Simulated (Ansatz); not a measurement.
Geometry optimisation, RKS revPBE/cc-pVDZ in Ansatz 0.2.0.

input.yaml

```yaml
crystal:
  periodic: [false, false, false]
  atoms:
    - { symbol: Al, position_ang: [0.0, 0.0, 0.0] }
    - { symbol: H, position_ang: [0.0, 0.0, 1.91] }
    - { symbol: H, position_ang: [1.351, 0.0, -0.78] }
    - { symbol: O, position_ang: [-1.5415, 0.0, -0.89] }
    - { symbol: H, position_ang: [-2.0512, -0.8467, -0.6815] }
    - { symbol: F, position_ang: [-0.2489, 1.872, 0.6275] }
    - { symbol: H, position_ang: [-0.1335, 1.004, 1.7645] }
basis:
  gaussian: { orbitals: cc-pVDZ }
hamiltonian:
  xc: revpbe
relax:
  f_tol: 0.15
  max_steps: 25
  restrain:
    - { distance: [0, 5], at: 1.69, k: 30.0 }
    - { distance: [6, 1], at: 0.66, k: 30.0 }
    - { distance: [0, 1], at: 2.76, k: 30.0 }
    - { distance: [6, 5], at: 2.12, k: 30.0 }
output:
  orbitals: {}
```

Command:

```bash
$ ansatz run input.yaml --threads 1 --pin off --max-ram 2048MiB --backend cpu --events-out ev --progress --plain --runs-dir out
```

Q: Where does it end, and by what steps?

A: The run converged. The restraints hold the end off the free minimum. After 8 steps the energy has fallen by 1.678 eV (the restraints' own energy left out); Al1 moved furthest, 0.61 Å. Joined: H2–H7.

```csv
step,energy less start (eV),largest force component (eV/Å),accepted
0,0.0000,3.180,yes
1,-0.5128,4.023,yes
2,-1.0865,2.819,yes
3,-1.4346,2.362,yes
4,-1.5498,1.684,yes
5,-1.6288,0.918,yes
6,-1.6302,1.678,yes
7,-1.6639,1.722,yes
8,-1.6783,1.723,yes
```

```xyz
7
Properties=species:S:1:pos:R:3
Al -0.142 0.483 -0.352
H -0.029 0.119 2.381
H 1.213 -0.235 -0.779
O -1.747 -0.144 -0.640
H -1.829 -0.997 -1.105
F -0.077 2.026 0.361
H -0.015 0.778 2.084
```

Whether the end is a true minimum wasn't checked by a vibrational analysis.

Time of the run: 15 s on 1 thread of Intel(R) Xeon(R) Platinum 8488C (Sapphire Rapids), with other jobs on the host, peak memory 0.15 GiB.
